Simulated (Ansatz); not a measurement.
**H$_{2}$N–OH, singlet: reading a ladder of total energies**

Geometry: displaced at random from a stationary point.

```tsv
atom	x (Å)	y (Å)	z (Å)
N	-0.0680	0.0021	0.7029
O	0.0597	0.0105	-0.6776
H	0.3355	-0.8334	1.0700
H	0.4186	0.7342	1.0882
H	-0.7564	-0.0964	-1.1713
```

Basis cc-pVDZ; Ansatz 0.2.0. Correlated methods freeze the noble-gas cores, which leaves 14 electrons in 41 orbitals. Prefix R: restricted or restricted open-shell reference.

Full CI isn't at hand for all of this; RCCSDT(Q) serves as the reference, and is uncertain by about the last step of the cluster series.

Runs differ by some tens of microhartree through their thresholds, so steps under 0.03 kcal/mol mean nothing.

```csv
level,total energy (hartree)
RHF,-130.988771
RMP2,-131.349388
RCCSD,-131.369181
RCCSD(T),-131.377053
RCCSDT,-131.377388
RCCSDT(Q),-131.378322
```

Task: What is the correlation energy at RCCSDT(Q), and what share of it do RMP2 and RCCSD recover?

Result: E(corr) = -131.378322 − (-130.988771) = -0.389551 hartree = -10.600 eV. RMP2: -0.360617 / -0.389551 = 92.57 %. RCCSD: -0.380410 / -0.389551 = 97.65 %.

Task: By how many kcal/mol does RCCSD(T) miss RCCSDT(Q) (1 hartree = 627.509 kcal/mol), and which steps make up the rest?

Result: -131.377053 − (-131.378322) = 0.001269 hartree = 0.80 kcal/mol. Steps: RCCSDT − RCCSD(T) = -0.21, RCCSDT(Q) − RCCSDT = -0.59 kcal/mol. That is within 1 kcal/mol of the reference in this basis, which itself misses far more of the correlation at the basis-set limit.
